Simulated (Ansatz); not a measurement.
The input, for Ansatz 0.2.0:

```yaml
crystal:
  periodic: [false, false, false]
  atoms:
    - {symbol: H, position_ang: [-2.845957, 0.000000, -0.000001]}
    - {symbol: H, position_ang: [-1.490957, 0.000000, 0.000000]}
    - {symbol: Ge, position_ang: [0.039043, 0.000000, 0.000000]}
    - {symbol: H, position_ang: [0.507712, -1.465915, 0.000000]}
    - {symbol: H, position_ang: [0.507712, 0.732957, -1.269519]}
    - {symbol: H, position_ang: [0.507712, 0.732957, 1.269520]}
basis:
  gaussian: {orbitals: STO-3G}
magnetization: {spin_polarized: false, initial_magnetization: 1}
hamiltonian: {xc: hf}
output: {forces: true, orbitals: {seedname: orbitals}}
```

```sh
$ ansatz run in.yaml --threads 1 --pin off --events-out ev --progress --plain --max-ram 2393MiB
```

Output:

```
245 factors; integrals over basis functions are off by at most 2.6e-5 eV
mean field evaluation 1: about -55905.3686 eV, gradient 7.6e0 eV
mean field evaluation 2: about -55905.3837 eV, gradient 7.6e0 eV
mean field evaluation 4: about -55906.4222 eV, gradient 6.3e-1 eV
mean field evaluation 8: about -55906.4237 eV, gradient 7.1e-4 eV
mean field -55906.42369527 eV, -2054.5231760660 hartree, gradient 3.5e-6 eV, S^2 0.750000; 0 other end points of the search recorded, 0 dependent functions left out
the calculation of the forces begins
reference -55906.42369527 eV, -2054.5231760660 hartree; 19, 18 occupied and 4, 5 virtual orbitals, 245 factors
Total energy: -55906.42369527 eV, -2054.5231760660 hartree
Atom 0 at    -2.845957     0.000000    -0.000001 Å, force    -1.088967    -0.000000    -0.000000 eV/Å
Atom 1 at    -1.490957     0.000000     0.000000 Å, force     2.293717     0.000000     0.000001 eV/Å
Atom 2 at     0.039043     0.000000     0.000000 Å, force     0.236409    -0.000008     0.000000 eV/Å
Atom 3 at     0.507712    -1.465915     0.000000 Å, force    -0.480388     2.091909     0.000000 eV/Å
Atom 4 at     0.507712     0.732957    -1.269519 Å, force    -0.480386    -1.045951     1.811643 eV/Å
Atom 5 at     0.507712     0.732957     1.269520 Å, force    -0.480385    -1.045950    -1.811643 eV/Å
Dipole moment:     0.019586     0.000000     0.000000 e Å
```

Forces (eV/Å):
```
H   -1.089  0.000  0.000
H    2.294  0.000  0.000
Ge   0.236  0.000  0.000
H   -0.480  2.092  0.000
H   -0.480 -1.046  1.812
H   -0.480 -1.046 -1.812
```

Ran on 1 thread of Arm Neoverse N1, shared host: 0.27 s wall, 0.19 GiB peak host memory.
